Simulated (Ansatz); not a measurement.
## Worked example: vertical ionisation energy of C2H5N (aziridine)

C2H5N has 8 atoms, charge 0, and is taken as a singlet. As SMILES, `C1CN1`. The coordinates come from a PBE0-D4/def2-TZVP relaxation.

Both states at this one shape; open shells run unrestricted unless said. 1 Eh = 27.2114 eV.

```tsv
level	program	singlet C2H5N (Eh)	doublet C2H5N+ (Eh)	HOMO of the first (eV)
B3LYP/6-31G* (spherical functions)	Ansatz	-133.916432	-133.565019	-6.59
CAM-B3LYP/def2-SVPD	Ansatz	-133.759010	-133.397026	-8.68
```

Question: Work out the vertical ionisation energy at each level.

Answer: 
1. B3LYP/6-31G* (spherical functions): -133.565019 − (-133.916432) = 0.351413 Eh = 9.56 eV; −ε(HOMO) = 6.59 eV.
2. CAM-B3LYP/def2-SVPD: -133.397026 − (-133.759010) = 0.361984 Eh = 9.85 eV; −ε(HOMO) = 8.68 eV.

No measured value is set beside it here; the levels span 9.56 to 9.85 eV.
